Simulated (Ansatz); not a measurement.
A made-up structure of BSiNH5, doublet:

```
atom    x (Å)    y (Å)    z (Å)
  B1  -0.3560   0.8298  -0.6260
  N2  -0.2925   0.2420   0.4779
 Si3   0.1197  -1.1975   0.3499
  H4  -0.0549   0.3396  -1.7841
  H5  -0.7031   1.8046  -0.3938
  H6  -0.5723   0.6695   1.4417
  H7   0.9239  -1.4972  -1.0062
  H8   0.9352  -1.1907   1.5405
```

It is relaxed with PBE-D4/def2-SVP and then PBE0-D4/def2-TZVP (Ansatz 0.2.0). Atoms count as bonded within 1.22 times the sum of their covalent radii (H–H: 0.88 Å). The end point is not checked to be a true minimum.

(1) Does its bonding change? (A judgement: the text doesn't fix the answer.)

## Answers

(1) By the calculation: Yes. Formed: none; broken: B1–Si3.

Where it ends: The first stage lowers the energy by 3.63 eV in 9 steps. It ends as BSiNH₅ ([BH2][NH][SiH2]):
```
8
angstrom
B -0.4643 1.0402 -0.7188
N -0.2847 0.2528 0.4276
Si 0.2569 -1.4049 0.4742
H -0.1816 0.5757 -1.7860
H -0.8893 2.1543 -0.6121
H -0.5506 0.6639 1.3124
H 1.0054 -1.6790 -0.7800
H 1.1083 -1.6030 1.6828
```

Labels in which every atom is bracketed show which atoms are joined, not bond orders.

For scale, one of the runs: PBE0-D4/def2-TZVP relaxation, 129 basis functions, launched by `ansatz run in.yaml --threads 2 --pin off --events-out ev --progress --plain --max-ram 4352MiB`. Hardware: 2 CPU threads of an Arm Neoverse V1, shared host. Wall time about 28 s.
